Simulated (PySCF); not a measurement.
**Energy of P (phosphorus, neutral) between two integer charges**

The 3p alpha orbital of [Ne] 3s2 3p3 is emptied in steps (occupation f), with all orbitals relaxed, ending at [Ne] 3s2 3p2. All numbers are calculated (PySCF 2.14, no relativity, point nucleus, in aug-cc-pV(D+d)Z (5s4p3d, 32 functions)). The exact energy is a straight line in f; departures are measured from the line between the end points of the same method.

```
  f  UHF (eV)  LDA (eV)  PBE (eV)  PBE0 (eV)  r2SCAN (eV)  LC-wPBE (eV)  BHandHLYP (eV)  wB97X (eV)  HSE06 (eV)  BLYP (eV)
  1     0.000     0.000     0.000      0.000        0.000         0.000           0.000       0.000       0.000      0.000
0.8     0.115    -0.693    -0.677     -0.482       -0.627        -0.049          -0.293      -0.099      -0.545     -0.681
0.6     0.168    -1.047    -1.019     -0.723       -0.935        -0.071          -0.441      -0.145      -0.819     -1.027
0.4     0.164    -1.052    -1.021     -0.723       -0.926        -0.068          -0.441      -0.140      -0.818     -1.031
0.2     0.107    -0.705    -0.680     -0.480       -0.611        -0.043          -0.294      -0.090      -0.543     -0.688
  0     0.000     0.000     0.000      0.000        0.000         0.000           0.000       0.000       0.000      0.000
```

Task: For BLYP, how does the orbital energy at f = 1 compare with the removal energy?

Result: −ε = 5.977 eV against a total-energy difference of 10.207 eV. By Janak's theorem ε = ∂E/∂f, so the gap between them reflects the curvature. Along the path −ε is 7.632 (f = 0.8), 9.330 (f = 0.6), 11.055 (f = 0.4), 12.787 (f = 0.2) eV.

```csv
method,E(f=0) − E(f=1) (eV),−ε at f=1 (eV),−ε at f=0.4 (eV)
UHF,9.936,10.675,9.780
LDA,10.595,6.300,11.446
PBE,10.505,6.301,11.352
PBE0,10.548,7.544,11.158
r2SCAN,10.653,6.719,11.473
LC-wPBE,10.623,10.315,10.699
BHandHLYP,10.283,8.459,10.650
wB97X,10.417,9.797,10.564
HSE06,10.538,7.138,11.227
BLYP,10.207,5.977,11.055
```

Reference removal energy between the ground levels: 10.487 eV (measured; NIST Atomic Spectra Database, ionization energies). The calculation has no spin-orbit coupling. UHF lacks correlation.
